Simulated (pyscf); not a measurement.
Optimised with ωB97X-D3(BJ)/def2-SVP in PySCF.

`[AlH2][AsH2]` + `[AsH3]` -> `[AsH2][AlH][AsH2]` + `[H][H]`
Surface: singlet. Broken: Al–H, As–H. Formed: Al–As, H–H. Give ΔE‡ and ΔE from ωB97M-D3(BJ)/def2-TZVP, relative to the separated reactants.

ΔE‡ = 16.3 kcal/mol, ΔE = -9.4 kcal/mol. Zero-point energy shifts the barrier by +0.9 kcal/mol. It is a four-centre exchange, with an imaginary mode of 1200i cm⁻¹. On the reactant side the descent ends in a complex (not fully relaxed), 6.5 kcal/mol under the separated species and 18.9 kcal/mol under the saddle at ωB97X-D3(BJ)/def2-TZVP. At the saddle there is also a short Al–H contact that neither side keeps. At ωB97X-D3(BJ)/def2-TZVP the barrier from the zero used here is 12.4 kcal/mol. One saddle was located; it need not be the lowest between these sides. Elements up to Kr have no core potential and no relativistic terms here.
